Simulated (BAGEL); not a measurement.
**singlet CH4FSi+: a chain of runs**

We compute a single-point energy (singlet CH4FSi+, HF/6-31G*), then a single-point energy (doublet CH4FSi, NEVPT2(3,3)/6-31G*), then a single-point energy (doublet CH4FSi, CASPT2(3,3)/6-31G*) of CH4FSi. 

The calculation is run with BAGEL 1.2.2.

## (1) The molecule

CH4FSi+ has 7 atoms, charge +1, and is taken as a singlet. SMILES of the parent species: `[CH2][SiH2]F`. One bond was lengthened or shortened from a relaxed shape. That shape belongs to the parent species and isn't relaxed for this state.

Bond lengths: C1–Si2 1.828 Å, Si2–F3 1.601 Å, C1–H4 1.085 Å, C1–H5 1.086 Å, Si2–H6 1.486 Å, Si2–H7 1.263 Å. Angles: C1–Si2–F3 109.0°, C1–Si2–H6 111.6°, C1–Si2–H7 111.7°, F3–Si2–H6 107.8°, F3–Si2–H7 107.6°, Si2–C1–H4 122.6°, Si2–C1–H5 122.3°, H6–Si2–H7 109.0°, H4–C1–H5 115.1°.

## (2) The energy at HF/6-31G(d) (density fitting with svp-jkfit, spherical functions) (run 1)

Contents of job.json:

```json
{ "bagel": [

{
  "title": "molecule",
  "basis": "6-31gs.json",
  "df_basis": "svp-jkfit",
  "angstrom": true,
  "geometry": [
    { "atom": "C", "xyz": [   -0.682075,    0.347075,   -0.712437 ] },
    { "atom": "Si", "xyz": [    0.778425,   -0.091325,    0.295863 ] },
    { "atom": "F", "xyz": [    0.842425,   -1.683525,    0.453863 ] },
    { "atom": "H", "xyz": [   -1.346175,   -0.400025,   -1.135137 ] },
    { "atom": "H", "xyz": [   -0.946175,    1.376675,   -0.934537 ] },
    { "atom": "H", "xyz": [    0.699725,    0.496575,    1.658663 ] },
    { "atom": "H", "xyz": [    1.854000,    0.282500,   -0.251700 ] }
  ]
},
{
  "title": "hf",
  "charge": 1
},
{
  "title": "print",
  "file": "orbitals.molden",
  "orbitals": true
}

]}
```

The basis set 6-31G* is read from a file made from the Basis Set Exchange's data (not shown).

On the command line:

```console
$ BAGEL_NUM_THREADS=1 BAGEL job.json > job.out
```

The program printed:

```text
* using 1 threads per process

  ===============================================================
  ===============================================================

  *** Geometry ***

  { "atom" : "C", "xyz" : [     -1.288935,      0.655877,     -1.346311 ] },
  { "atom" : "Si", "xyz" : [      1.471010,     -0.172579,      0.559100 ] },
  { "atom" : "F", "xyz" : [      1.591953,     -3.181401,      0.857677 ] },
  { "atom" : "H", "xyz" : [     -2.543902,     -0.755938,     -2.145098 ] },
  { "atom" : "H", "xyz" : [     -1.788012,      2.601539,     -1.766019 ] },
  { "atom" : "H", "xyz" : [      1.322289,      0.938391,      3.134419 ] },
  { "atom" : "H", "xyz" : [      3.503552,      0.533848,     -0.475644 ] },

  Number of auxiliary basis functions:      352

  Since a DF basis is specified, we compute 2- and 3-index integrals:
    o Being stored without compression. Storage requirement is 0.008 GB

  Number of basis functions:       54
  Number of electrons      :       33

    * METHOD: MOLECULE                             0.11

  *** RHF ***

  === Nuclear Repulsion ===
   108.9799566771

      * DIIS with orbital gradients will be used.

  === RHF iteration (6-31gs.json) ===
      0       -428.03966264          0.02533589           0.02
      1       -428.16016972          0.01507323           0.02
      2       -428.20840637          0.00232736           0.02
      3       -428.21041229          0.00050078           0.02
      4       -428.21055209          0.00018288           0.02
      5       -428.21057430          0.00003404           0.02
      6       -428.21057502          0.00000622           0.02
      7       -428.21057505          0.00000212           0.02
      8       -428.21057505          0.00000114           0.02
      9       -428.21057505          0.00000060           0.02
     10       -428.21057505          0.00000027           0.02
     11       -428.21057505          0.00000010           0.02
     12       -428.21057505          0.00000003           0.02
     13       -428.21057505          0.00000001           0.02
     14       -428.21057505          0.00000001           0.02
    * SCF iteration converged.

    * Permanent dipole moment:
           (    1.659121,    -1.933929,     1.317118) a.u.

    * METHOD: HF                                   0.38

    * METHOD: PRINT                                0.01

  ===============================================================
```

Run time: 0.93 s. Hardware: 1 thread of AMD EPYC 7R43 (Zen 3), shared host; peak memory 0.14 GiB.

## (3) Doublet neutral CH4FSi: a single-point energy at NEVPT2(3,3)/6-31G(d) (density fitting with svp-jkfit, spherical functions) (run 2)

Contents of job.json:

```json
{ "bagel" : [

{
  "title" : "molecule",
  "basis" : "6-31gs.json",
  "df_basis" : "svp-jkfit",
  "angstrom" : true,
  "geometry" : [
    { "atom" : "C", "xyz" : [   -0.682075,    0.347075,   -0.712437 ] },
    { "atom" : "Si", "xyz" : [    0.778425,   -0.091325,    0.295863 ] },
    { "atom" : "F", "xyz" : [    0.842425,   -1.683525,    0.453863 ] },
    { "atom" : "H", "xyz" : [   -1.346175,   -0.400025,   -1.135137 ] },
    { "atom" : "H", "xyz" : [   -0.946175,    1.376675,   -0.934537 ] },
    { "atom" : "H", "xyz" : [    0.699725,    0.496575,    1.658663 ] },
    { "atom" : "H", "xyz" : [    1.854000,    0.282500,   -0.251700 ] }
  ]
},
{
  "title" : "hf",
  "charge" : 1
},
{
  "title" : "casscf",
  "nstate" : 1,
  "nact" : 3,
  "nclosed" : 15,
  "nspin" : 1,
  "active" : [15, 17, 25],
  "maxiter" : 200,
  "natocc" : true
},
{
  "title" : "nevpt2",
  "nstate" : 1,
  "nact" : 3,
  "nclosed" : 15,
  "nspin" : 1,
  "active" : [15, 17, 25],
  "maxiter" : 200,
  "natocc" : true,
  "ncore" : 7
},
{
  "title" : "print",
  "file" : "orbitals.molden",
  "orbitals" : true
}

]}
```

The basis set 6-31G* is read from a file made from the Basis Set Exchange's data (not shown).

On the command line:

```console
$ BAGEL_NUM_THREADS=1 BAGEL job.json > job.out
```

The program printed:

```text
* using 1 threads per process

  ===============================================================
  ===============================================================

  *** Geometry ***

  { "atom" : "C", "xyz" : [     -1.288935,      0.655877,     -1.346311 ] },
  { "atom" : "Si", "xyz" : [      1.471010,     -0.172579,      0.559100 ] },
  { "atom" : "F", "xyz" : [      1.591953,     -3.181401,      0.857677 ] },
  { "atom" : "H", "xyz" : [     -2.543902,     -0.755938,     -2.145098 ] },
  { "atom" : "H", "xyz" : [     -1.788012,      2.601539,     -1.766019 ] },
  { "atom" : "H", "xyz" : [      1.322289,      0.938391,      3.134419 ] },
  { "atom" : "H", "xyz" : [      3.503552,      0.533848,     -0.475644 ] },

  Number of auxiliary basis functions:      352

  Since a DF basis is specified, we compute 2- and 3-index integrals:
    o Being stored without compression. Storage requirement is 0.008 GB

  Number of basis functions:       54
  Number of electrons      :       33

    * METHOD: MOLECULE                             0.11

  *** RHF ***

  === Nuclear Repulsion ===
   108.9799566771

      * DIIS with orbital gradients will be used.

  === RHF iteration (6-31gs.json) ===
      0       -428.03966264          0.02533589           0.02
      1       -428.16016972          0.01507323           0.02
      2       -428.20840637          0.00232736           0.02
[... 11 lines of this table left out ...]
     14       -428.21057505          0.00000001           0.02
    * SCF iteration converged.

    * Permanent dipole moment:
           (    1.659121,    -1.933929,     1.317118) a.u.

    * METHOD: HF                                   0.38

  ---------------------------
      CASSCF calculation
  ---------------------------

    ==== Active orbitals : =====
         Orbital 15
         Orbital 17
         Orbital 25
    ============================

    * nstate   :      1
    * nclosed  :     15
    * nact     :      3
    * nvirt    :     36
  === CASSCF iteration (6-31gs.json) ===

    * Using the second-order algorithm

      0  0      -428.49273081     2.59e-02      0.01

      1  0      -428.54158464     1.12e-03      0.10
[... 19 lines of this table left out ...]
     11  0      -428.55203846     6.49e-09      0.09

    * Second-order optimization converged. *

     guess   0:   closed 1..                  open .1.

  === FCI iteration ===

      0  0      -428.54137387     5.02e-02      0.00
      1  0      -428.55201050     1.98e-03      0.00
      2  0      -428.55203809     2.18e-04      0.00
[... 4 lines of this table left out ...]
      7  0 *    -428.55203846     1.31e-15      0.00

     * ci vector, state   0, <S^2> = 0.7500
       2a.    -0.9974839205
       .a2    -0.0687579100

    * METHOD: CASSCF                               1.16

    * freezing 7 orbitals

  === DF-NEVPT2 calculation ===

    * 3-index integral transformation done
    * assembly done

      NEVPT2 correlation energy:   -0.3412872191      0.05

          (+0)     -0.2795235527
          (+0)'    -0.0091726614
          (+1)     -0.0102951660
          (+1)'    -0.0000450564
          (+2)     -0.0001606482
          (-1)     -0.0365637847
          (-1)'    -0.0002213714
          (-2)     -0.0053049783

      NEVPT2 total energy:       -428.8933256828

    * METHOD: NEVPT2                               0.09

    * METHOD: PRINT                                0.01

  ===============================================================
```

Wall time 2.2 s (1 thread of AMD EPYC 7R43 (Zen 3), shared host); peak memory 0.14 GiB.

## (4) Doublet neutral CH4FSi: the energy at CASPT2(3,3)/6-31G(d) (density fitting with svp-jkfit, spherical functions) (run 3)

Contents of caspt2.json:

```json
{ "bagel" : [

{
  "title" : "molecule",
  "basis" : "6-31gs.json",
  "df_basis" : "svp-jkfit",
  "angstrom" : true,
  "geometry" : [
    { "atom" : "C", "xyz" : [      -0.682075,       0.347075,      -0.712437 ] },
    { "atom" : "Si", "xyz" : [       0.778425,      -0.091325,       0.295863 ] },
    { "atom" : "F", "xyz" : [       0.842425,      -1.683525,       0.453863 ] },
    { "atom" : "H", "xyz" : [      -1.346175,      -0.400025,      -1.135137 ] },
    { "atom" : "H", "xyz" : [      -0.946175,       1.376675,      -0.934537 ] },
    { "atom" : "H", "xyz" : [       0.699725,       0.496575,       1.658663 ] },
    { "atom" : "H", "xyz" : [       1.854000,       0.282500,      -0.251700 ] }
  ]
},

{
  "title" : "hf",
  "charge" : 1
},

{
  "title" : "casscf",
  "nstate" : 1,
  "nact" : 3,
  "nclosed" : 15,
  "nspin" : 1,
  "active" : [15, 17, 25],
  "maxiter" : 200,
  "natocc" : true
},

{
  "title" : "print",
  "file" : "orbitals.molden",
  "orbitals" : true
},

{
  "title" : "smith",
  "method" : "caspt2",
  "ms" : true,
  "xms" : true,
  "sssr" : true,
  "shift" : 0.2,
  "shift_imag" : true,
  "ncore" : 7
}

]}
```

The basis set 6-31G* is read from a file made from the Basis Set Exchange's data (not shown).

On the command line:

```console
$ BAGEL_NUM_THREADS=1 BAGEL caspt2.json > caspt2.out
```

The program printed:

```text
* using 1 threads per process

  ===============================================================
  ===============================================================

  *** Geometry ***

  { "atom" : "C", "xyz" : [     -1.288935,      0.655877,     -1.346311 ] },
  { "atom" : "Si", "xyz" : [      1.471010,     -0.172579,      0.559100 ] },
  { "atom" : "F", "xyz" : [      1.591953,     -3.181401,      0.857677 ] },
  { "atom" : "H", "xyz" : [     -2.543902,     -0.755938,     -2.145098 ] },
  { "atom" : "H", "xyz" : [     -1.788012,      2.601539,     -1.766019 ] },
  { "atom" : "H", "xyz" : [      1.322289,      0.938391,      3.134419 ] },
  { "atom" : "H", "xyz" : [      3.503552,      0.533848,     -0.475644 ] },

  Number of auxiliary basis functions:      352

  Since a DF basis is specified, we compute 2- and 3-index integrals:
    o Being stored without compression. Storage requirement is 0.008 GB

  Number of basis functions:       54
  Number of electrons      :       33

    * METHOD: MOLECULE                             0.11

  *** RHF ***

[... 11 lines left out ...]
    * SCF iteration converged.
[... 1 line left out ...]
    * Permanent dipole moment:
[... 28 lines left out ...]
    * Second-order optimization converged. *
[... 11 lines left out ...]
     * ci vector, state   0, <S^2> = 0.7500
[... 16 lines left out ...]
    * Zeroth order energy : state  0       -1.2836024846
[... 4 lines left out ...]
       #      aibj      arbs      arbi      airj      risj      airs      arst      rist         Etot      error   time
[... 2 lines left out ...]
       0  -0.27975  -0.00668  -0.03924  -0.01185  -0.00026  -0.00933  -0.00025  -0.00006   -0.3474325  0.0019560   0.04
       1  -0.28008  -0.00673  -0.03936  -0.01210  -0.00029  -0.00946  -0.00026  -0.00007   -0.3483548  0.0003794   0.02
       2  -0.28009  -0.00673  -0.03937  -0.01211  -0.00029  -0.00946  -0.00026  -0.00007   -0.3483850  0.0000987   0.02
       3  -0.28008  -0.00673  -0.03937  -0.01211  -0.00029  -0.00946  -0.00026  -0.00007   -0.3483868  0.0000246   0.02
       4  -0.28008  -0.00673  -0.03937  -0.01211  -0.00029  -0.00946  -0.00026  -0.00007   -0.3483869  0.0000058   0.03
       5  -0.28009  -0.00673  -0.03937  -0.01211  -0.00029  -0.00946  -0.00026  -0.00007   -0.3483869  0.0000013   0.02
       6  -0.28009  -0.00673  -0.03937  -0.01211  -0.00029  -0.00946  -0.00026  -0.00007   -0.3483869  0.0000003   0.02

      ------------------------------------------------------------------------------------------------------------------

    * CASPT2 energy : state  0     -428.9019055383
        w/o shift correction       -428.9004253649
        reference weight              0.9054174545

    * METHOD: SMITH                                0.26

  ===============================================================
```

It took 2.3 s on 1 thread of AMD EPYC 7R43 (Zen 3), shared host; peak memory 0.14 GiB.

## (5) Summary of results

| quantity | value |
| --- | --- |
| run 1, HF/6-31G*: total energy | -428.21058 Eh |
| run 1, HF/6-31G*: HOMO energy | -19.22 eV |
| run 1, HF/6-31G*: LUMO energy | -7.61 eV |
| run 1, HF/6-31G*: HOMO–LUMO gap | 11.61 eV |
| doublet neutral CH4FSi, run 2: total energy | -428.89333 Eh |
| doublet neutral CH4FSi, run 3: total energy | -428.90191 Eh |
